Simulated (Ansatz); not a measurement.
**Redistribution: C4H9Cl + C2H4Cl2 → C3H6Cl2 + C3H7Cl**

Species: C4H9Cl (1-chlorobutane) `CCCCCl`, singlet; C2H4Cl2 (1,2-dichloroethane) `ClCCCl`, singlet; C3H6Cl2 (1,3-dichloropropane) `ClCCCCl`, singlet; C3H7Cl (1-chloropropane) `CCCCl`, singlet. The partners trade CH3 for Cl; both sit on C, so the bond types are kept.

Shapes, held fixed at every level: PBE0-D4/def2-TZVP. Flexible molecules stand in one conformer, not always the lowest. Programs: Ansatz 0.2.0. The zero-point and thermal change to 298 K, harmonic and unscaled (PBE0-D4/def2-TZVP), is +0.7 kJ/mol.

**The experiment to reproduce.** Tabulated heats of formation (Active Thermochemical Tables, CRC Handbook of Chemistry and Physics): C4H9Cl -154.4 (CRC); C2H4Cl2 -130.1 (ATcT); C3H6Cl2 -159.2 (CRC); C3H7Cl -131.9 (CRC) kJ/mol, which give ΔH(298 K) = -6.6 kJ/mol.

```json
{"level": "HF/def2-SVP", "kind": "Hartree–Fock", "ΔH (kJ/mol)": "-9.6", "computed − measured": "-3.0", "CPU time (all species)": "–"}
{"level": "SPW92/def2-TZVPP", "kind": "LDA", "ΔH (kJ/mol)": "-7.1", "computed − measured": "-0.5", "CPU time (all species)": "17 s"}
{"level": "PBE-D4/def2-TZVPP", "kind": "GGA", "ΔH (kJ/mol)": "-7.2", "computed − measured": "-0.6", "CPU time (all species)": "32 s"}
{"level": "r2SCAN0-D4/def2-TZVPP", "kind": "global hybrid", "ΔH (kJ/mol)": "-7.9", "computed − measured": "-1.2", "CPU time (all species)": "61 s"}
{"level": "B2PLYP/def2-TZVPP", "kind": "double hybrid", "ΔH (kJ/mol)": "-7.9", "computed − measured": "-1.3", "CPU time (all species)": "68 s"}
{"level": "MP2/def2-TZVPP", "kind": "perturbation theory", "ΔH (kJ/mol)": "-7.7", "computed − measured": "-1.1", "CPU time (all species)": "–"}
{"level": "CCSD(T)/CBS estimate", "kind": "coupled cluster or CI", "ΔH (kJ/mol)": "-7.6", "computed − measured": "-1.0", "CPU time (all species)": "30 min"}
```

All levels lie within 4 kJ/mol, near the uncertainty of the heats themselves, so they can't be ranked here. The heats of C4H9Cl, C3H6Cl2, C3H7Cl come from older tables and can be uncertain by 10 kJ/mol or more. The CBS estimate extrapolates MP2 from def2-TZVPP and def2-QZVPP and adds CCSD(T) − MP2 in the triple-zeta set, cores frozen. Times are processor times on shared x86 and Arm servers, and rough.
